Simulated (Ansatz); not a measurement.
System: bcc K. Method: B3LYP (VWN-RPA form) (Ansatz, a program for electronic structure, PAW).

Settings: plane-wave cutoff 460 eV, 10×10×10 k mesh, Fermi–Dirac smearing 0.05 eV, scalar-relativistic PAW data made under PBE.

Cell (relaxed at this level):

```cif
data_K2
_chemical_formula_sum 'K2'
_space_group_name_H-M_alt 'Im-3m'
_space_group_IT_number 229
_space_group_name_Hall '-I 4 2 3'
_cell_length_a 5.32907
_cell_length_b 5.32907
_cell_length_c 5.32907
_cell_angle_alpha 90.000
_cell_angle_beta 90.000
_cell_angle_gamma 90.000
loop_
_atom_site_label
_atom_site_type_symbol
_atom_site_symmetry_multiplicity
_atom_site_Wyckoff_symbol
_atom_site_fract_x
_atom_site_fract_y
_atom_site_fract_z
_atom_site_occupancy
K1 K 2 a 0.00000 0.00000 0.00000 1
```
(The calculation used a cell of 1 atom; values per cell refer to that cell.)

Q: Estimate the bulk modulus and pressure derivative B′ of the bulk modulus that the calculation returns.

A: 
* **bulk modulus**: 3.32 GPa
* **pressure derivative B′ of the bulk modulus**: 3.9

Measured, for comparison: bulk modulus 3.75 GPa (corrected for temperature and zero-point phonon effects; as tabulated in Levämäki et al. (2014), arXiv:1402.3671). Computed (rounded) less measured: bulk modulus -11 %.

The computed numbers hold no vibrational or temperature effects.

The result took around 20 core-minutes (rough).
